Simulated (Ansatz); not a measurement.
**Al2, singlet in cc-pVDZ: errors against full CI**

Geometry: a PBE0/def2-TZVP stationary point for this spin. The triplet lies 0.2 eV lower here.

```xyz
2

Al    0.0000    0.0000    0.0000
Al    0.0000    0.0000    3.0310
```

Basis cc-pVDZ; Ansatz 0.2.0. Only valence electrons are correlated (noble-gas cores frozen), which leaves 6 electrons in 26 orbitals. R marks a restricted (for open shells ROHF) determinant.

Full CI is exact within this basis and frozen core; it isn't the basis-set limit.

```
UHF ⟨S²⟩                          : 1.126
T1 diagnostic (RCCSD)             : 0.0189
largest doubles amplitude (RCCSD) : 0.117
```

From what is known of these methods and the diagnostics, rank them by the size of their error in total energy against full CI in cc-pVDZ, smallest first (an estimate: the text doesn't fix the numbers).
A. BCCD(T)
B. RHF
C. RMP2
D. RCCSD
E. CISDTQ

E (22 meV), A (56 meV), D (155 meV), C (1137 meV), B (3393 meV).

All errors are against full CI in cc-pVDZ. Within each family the higher level lies nearer, as is usual though not guaranteed.

The full-CI state has the irrep Ag of D2h, in the program's axes (one component, if the state is degenerate).

Natural occupations of full CI about the gap: 1.907 1.870 1.710 0.126 0.126 0.060 0.052 0.052 0.018 0.018; effectively unpaired electrons, Σ n²(2−n)², 0.49.
